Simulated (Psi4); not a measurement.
**quartet [OF2]+ at 5 levels**

We compute a comparison of 5 runs (UB3LYP/cc-pVTZ, UBHLYP/cc-pVTZ, UBLYP/cc-pVTZ, UM06-2X/cc-pVTZ, UPBE/cc-pVTZ) of quartet [OF2]+. 

The calculation is run with Psi4 1.11.

1 further run of the same task is left out (it didn't finish).

### Step 1. Starting point

[OF2]+: 3 atoms, total charge +1, spin state quartet. As SMILES of the parent species, `F[O+]F`. The shape is that of a PBE0-D4/def2-TZVP optimisation. That shape belongs to the parent species and isn't relaxed for this state.

Bond lengths: F1–O2 1.297 Å, O2–F3 1.297 Å. Angles: F1–O2–F3 108.0°.

### Step 2. Energy and forces at UB3LYP/cc-pVTZ (run 1)

calc.inp

```
memory 2.2 GB

molecule {
  1 4
  F      1.73892598    -0.58394427     0.89461524
  O      0.00120942     0.95470854     0.10520105
  F     -1.74013540    -0.37074537    -0.99983520
  units bohr
  symmetry c1
}

set globals {
  basis cc-pVTZ
  reference uks
  puream true
  e_convergence 1e-09
  d_convergence 1e-08
  scf_type pk
  dft_radial_points 99
  dft_spherical_points 590
  maxiter 100
}

e_tot, wfn = gradient("b3lyp", return_wfn=True)
print_variables()
```

The run is started by

```
$ psi4 -i calc.inp -o calc.out -n 1
```

calc.out:

```text
[...]
  Running in c1 symmetry.
[...]
  Nuclear repulsion =   79.155290790406781
[...]
  Multiplicity = 4
[...]
  Nalpha       = 14
  Nbeta        = 11
[...]
    Number of basis functions: 90
[...]
   @UKS iter   1:  -273.97607006409942    6.76716e-01   3.62618e-03 ADIIS/DIIS
[...]
   @UKS iter  15:  -274.02103845361432   -2.89901e-12   6.92366e-09 DIIS
[...]
   @S^2 Observed:                3.766027833E+00
[...]
    Orbital Energies [Eh]
    ---------------------
    Alpha Occupied:
       1A    -25.191569     2A    -25.191544     3A    -19.781694
       4A     -1.842734     5A     -1.692790     6A     -1.368755
       7A     -1.084080     8A     -1.041385     9A     -1.022251
      10A     -0.889257    11A     -0.884102    12A     -0.869394
      13A     -0.769142    14A     -0.546537
    Alpha Virtual:
      15A     -0.402838    16A      0.166199    17A      0.171283
      18A      0.192449    19A      0.308572    20A      0.352372
      21A      0.375969    22A      0.422327    23A      0.434115
      24A      0.455515    25A      0.542525    26A      0.902503
[...]
  @UKS Final Energy:  -274.02103845361432
   => Energetics <=
    Nuclear Repulsion Energy =             79.1552907904067808
    One-Electron Energy =                -528.2164394916446781
    Two-Electron Energy =                 198.4752702900066197
    DFT Exchange-Correlation Energy =     -23.4351600423830178
    Empirical Dispersion Energy =           0.0000000000000000
    VV10 Nonlocal Energy =                  0.0000000000000000
    Total Energy =                       -274.0210384536143238
[...]
 Multipole Moments:
 ------------------------------------------------------------------------------------
     Multipole            Electronic (a.u.)      Nuclear  (a.u.)        Total (a.u.)
 ------------------------------------------------------------------------------------
 L = 1.  Multiply by 2.5417464519 to convert [e a0] to [Debye]
 Dipole X            :         -0.0106862            0.0231422            0.0124560
 Dipole Y            :         -0.1959854            0.4280823            0.2320969
 Dipole Z            :         -0.0000000            0.0000000           -0.0000000
 Magnitude           :                                                    0.2324309
[...]
  -Total Gradient:
     Atom            X                  Y                   Z
    ------   -----------------  -----------------  -----------------
       1       -0.280766556807     0.100688613395     0.000000000000
       2       -0.009246067800    -0.170533659797    -0.000000000000
       3        0.290012795216     0.069848210168     0.000000000000
[...]
```

Run time: 15 s. Hardware: 1 thread of Intel Xeon 6975P-C (Granite Rapids), shared host; peak memory 0.73 GiB.

### Step 3. The energy at UBHLYP/cc-pVTZ (run 2)

calc.inp

```
memory 2200 MB

molecule mol {
  1 4
  F      1.73892598    -0.58394427     0.89461524
  O      0.00120942     0.95470854     0.10520105
  F     -1.74013540    -0.37074537    -0.99983520
  units au
  symmetry c1
  no_reorient
  no_com
}

set {
  basis                cc-pVTZ
  reference            uks
  puream               true
  e_convergence        1e-09
  d_convergence        1e-08
  scf_type             pk
  dft_radial_points    99
  dft_spherical_points 590
  maxiter              100
}

e, wfn = energy('bhhlyp', return_wfn=True)
oeprop(wfn, 'DIPOLE', 'LOWDIN_CHARGES', 'MAYER_INDICES', title='BHHLYP')
```

The run is started by

```
$ psi4 -n 1 calc.inp calc.out
```

calc.out:

```text
[...]
  Running in c1 symmetry.
[...]
  Nuclear repulsion =   79.155290790406767
[...]
  Multiplicity = 4
[...]
  Nalpha       = 14
  Nbeta        = 11
[...]
    Number of basis functions: 90
[...]
   @UKS iter   1:  -273.78702990415968    6.31904e-01   5.24249e-03 ADIIS/DIIS
[...]
   @UKS iter  17:  -273.88725120094949   -1.06297e-11   6.51797e-09 DIIS
[...]
   @S^2 Observed:                3.796707269E+00
[...]
    Orbital Energies [Eh]
    ---------------------
    Alpha Occupied:
       1A    -25.817332     2A    -25.817298     3A    -20.376784
       4A     -2.027839     5A     -1.863139     6A     -1.531569
       7A     -1.186659     8A     -1.169742     9A     -1.150721
      10A     -0.993906    11A     -0.989433    12A     -0.975110
      13A     -0.882801    14A     -0.646768
    Alpha Virtual:
      15A     -0.335719    16A      0.212870    17A      0.228531
      18A      0.243443    19A      0.376165    20A      0.421842
      21A      0.444571    22A      0.495112    23A      0.501101
      24A      0.524208    25A      0.615537    26A      0.983944
[...]
  @UKS Final Energy:  -273.88725120094949
   => Energetics <=
    Nuclear Repulsion Energy =             79.1552907904067666
    One-Electron Energy =                -528.1357824870410695
    Two-Electron Energy =                 190.0686084474091331
    DFT Exchange-Correlation Energy =     -14.9753679517242926
    Empirical Dispersion Energy =           0.0000000000000000
    VV10 Nonlocal Energy =                  0.0000000000000000
    Total Energy =                       -273.8872512009494926
[...]
 Multipole Moments:
 ------------------------------------------------------------------------------------
     Multipole            Electronic (a.u.)      Nuclear  (a.u.)        Total (a.u.)
 ------------------------------------------------------------------------------------
 L = 1.  Multiply by 2.5417464519 to convert [e a0] to [Debye]
 Dipole X            :          0.0014595           -0.0012094            0.0002500
 Dipole Y            :          1.2206461           -0.9545384            0.2661076
 Dipole Z            :          0.1346411           -0.1053712            0.0292698
 Magnitude           :                                                    0.2677126
[...]
```

Run time: 11 s. Hardware: 1 thread of Intel Xeon 6975P-C (Granite Rapids), shared host; peak memory 0.74 GiB.

### Step 4. The energy at UBLYP/cc-pVTZ (run 3)

calc.py

```python
import psi4

psi4.set_memory('2200 MB')
psi4.set_num_threads(1)
psi4.core.set_output_file('run.log', False)

molecule = psi4.geometry("""
1 4
F      1.73892598    -0.58394427     0.89461524
O      0.00120942     0.95470854     0.10520105
F     -1.74013540    -0.37074537    -0.99983520
units bohr
symmetry c1
no_reorient
no_com
""")

options = {'basis': 'cc-pVTZ', 'reference': 'uks', 'puream': True, 'e_convergence': 1e-09, 'd_convergence': 1e-08, 'scf_type': 'pk', 'dft_radial_points': 99, 'dft_spherical_points': 590, 'maxiter': 100}
psi4.set_options(options)

energy_value = psi4.energy('blyp', molecule=molecule)
print(f'total energy {energy_value:.8f} hartree = {energy_value * 27.211386:.5f} eV')
```

The run is started by

```
$ python calc.py
```

run.log:

```text
[...]
  Running in c1 symmetry.
[...]
  Nuclear repulsion =   79.155290790406767
[...]
  Multiplicity = 4
[...]
  Nalpha       = 14
  Nbeta        = 11
[...]
    Number of basis functions: 90
[...]
   @UKS iter   1:  -274.01735632177963    6.97483e-01   2.68952e-03 DIIS/ADIIS
[...]
   @UKS iter  18:  -274.04020069370097   -3.24007e-12   2.68881e-10 DIIS
[...]
   @S^2 Observed:                3.756092442E+00
[...]
    Orbital Energies [Eh]
    ---------------------
    Alpha Occupied:
       1A    -24.784843     2A    -24.784832     3A    -19.393012
       4A     -1.709687     5A     -1.569579     6A     -1.251686
       7A     -1.004268     8A     -0.946926     9A     -0.927850
      10A     -0.810501    11A     -0.802338    12A     -0.787720
      13A     -0.683105    14A     -0.471596
    Alpha Virtual:
      15A     -0.432927    16A      0.139694    17A      0.139982
      18A      0.163786    19A      0.270741    20A      0.312914
      21A      0.336864    22A      0.381273    23A      0.396559
      24A      0.418185    25A      0.501143    26A      0.859259
[...]
  @UKS Final Energy:  -274.04020069370097
   => Energetics <=
    Nuclear Repulsion Energy =             79.1552907904067666
    One-Electron Energy =                -528.2670984498497546
    Two-Electron Energy =                 204.0706560558670049
    DFT Exchange-Correlation Energy =     -28.9990490901249807
    Empirical Dispersion Energy =           0.0000000000000000
    VV10 Nonlocal Energy =                  0.0000000000000000
    Total Energy =                       -274.0402006937009673
[...]
 Multipole Moments:
 ------------------------------------------------------------------------------------
     Multipole            Electronic (a.u.)      Nuclear  (a.u.)        Total (a.u.)
 ------------------------------------------------------------------------------------
 L = 1.  Multiply by 2.5417464519 to convert [e a0] to [Debye]
 Dipole X            :          0.0014380           -0.0012094            0.0002286
 Dipole Y            :          1.0747181           -0.9545384            0.1201797
 Dipole Z            :          0.1186500           -0.1053712            0.0132788
 Magnitude           :                                                    0.1209113
[...]
```

On the terminal:

```text
total energy -274.04020069 hartree = -7457.01368 eV
```

Wall time 11 s (1 thread of Intel Xeon 6975P-C (Granite Rapids), shared host); peak memory 0.74 GiB.

Run 4 isn't shown in full; the table further down has it.

### Step 5. Energy and gradient at UPBE/cc-pVTZ (run 5)

job.in

```
memory 2200 MB

molecule {
  1 4
  F      0.920200    -0.309010     0.473410
  O      0.000640     0.505210     0.055670
  F     -0.920840    -0.196190    -0.529090
  symmetry c1
}

set {
  basis cc-pVTZ
  reference uks
  puream true
  e_convergence 1e-09
  d_convergence 1e-08
  scf_type pk
  dft_radial_points 99
  dft_spherical_points 590
  maxiter 100
}

E, wfn = gradient("pbe", return_wfn=True)
oeprop(wfn, "MAYER_INDICES", "QUADRUPOLE", "WIBERG_LOWDIN_INDICES", title="PBE")
```

The run is started by

```
$ psi4 -i job.in -o job.out -n 1
```

job.out:

```text
[...]
  Running in c1 symmetry.
[...]
  Nuclear repulsion =   79.155290775448890
[...]
  Multiplicity = 4
[...]
  Nalpha       = 14
  Nbeta        = 11
[...]
    Number of basis functions: 90
[...]
   @UKS iter   1:  -273.77462991599674    7.09460e-01   2.76908e-03 ADIIS/DIIS
[...]
   @UKS iter  19:  -273.79927152553626   -1.47793e-12   7.72646e-09 DIIS
[...]
   @S^2 Observed:                3.755683947E+00
[...]
    Orbital Energies [Eh]
    ---------------------
    Alpha Occupied:
       1A    -24.757322     2A    -24.757311     3A    -19.369290
       4A     -1.718530     5A     -1.577312     6A     -1.258156
       7A     -1.010489     8A     -0.950361     9A     -0.931141
      10A     -0.813297    11A     -0.803832    12A     -0.789281
      13A     -0.683886    14A     -0.470570
    Alpha Virtual:
      15A     -0.434538    16A      0.145194    17A      0.145525
      18A      0.169451    19A      0.275137    20A      0.319717
      21A      0.342588    22A      0.388054    23A      0.403072
      24A      0.419829    25A      0.507646    26A      0.850412
[...]
  @UKS Final Energy:  -273.79927152553626
   => Energetics <=
    Nuclear Repulsion Energy =             79.1552907754488899
    One-Electron Energy =                -528.1907166700195830
    Two-Electron Energy =                 203.9762314079370924
    DFT Exchange-Correlation Energy =     -28.7400770389026192
    Empirical Dispersion Energy =           0.0000000000000000
    VV10 Nonlocal Energy =                  0.0000000000000000
    Total Energy =                       -273.7992715255362555
[...]
  -Total Gradient:
     Atom            X                  Y                   Z
    ------   -----------------  -----------------  -----------------
       1       -0.284994357280     0.104722203881     0.000000000000
       2       -0.009447163182    -0.177984733119    -0.000000000000
       3        0.294441773731     0.073267205604     0.000000000000
[...]
 Multipole Moments:
 ------------------------------------------------------------------------------------
     Multipole            Electronic (a.u.)      Nuclear  (a.u.)        Total (a.u.)
 ------------------------------------------------------------------------------------
 L = 1.  Multiply by 2.5417464519 to convert [e a0] to [Debye]
 Dipole X            :         -0.0138539            0.0231422            0.0092884
 Dipole Y            :         -0.2578979            0.4280823            0.1701844
 Dipole Z            :         -0.0000000            0.0000000           -0.0000000
 Magnitude           :                                                    0.1704376
 L = 2.  Multiply by 1.3450342976 to convert [e a0^2] to [Debye ang]
 Quadrupole XX       :        -77.8142799           70.6492869           -7.1649930
 Quadrupole XY       :          3.1338019           -3.1978944           -0.0640926
[...]
```

Run time: 17 s. Hardware: 1 thread of Intel Xeon 6975P-C (Granite Rapids), shared host; peak memory 0.74 GiB.

### Step 6. The series

```
run            level      task  energy (Eh)  HOMO energy (eV)   ⟨S²⟩  largest force (eV/Å)  wall time
  1   UB3LYP/cc-pVTZ  gradient  -274.021038            -14.87  3.766                15.339       15 s
  2   UBHLYP/cc-pVTZ    energy  -273.887251            -17.60  3.797                     –       11 s
  3    UBLYP/cc-pVTZ    energy  -274.040201            -12.83  3.756                     –       11 s
  4  UM06-2X/cc-pVTZ  gradient  -273.891320            -17.16  3.774                14.488       23 s
  5     UPBE/cc-pVTZ  gradient  -273.799272            -12.80  3.756                15.613       17 s
```

### Step 7. What came out

| quantity | value |
| --- | --- |
| run 5: total energy | -273.79927 Eh |
| run 5: HOMO energy (highest over α and β) | -12.80 eV |
| run 5: ⟨S²⟩ | 3.756 |
| run 5: largest force on an atom | 15.613 eV/Å |

Totals of different functionals can't be ranked against each other. All runs together took 77 s, the longest 23 s.
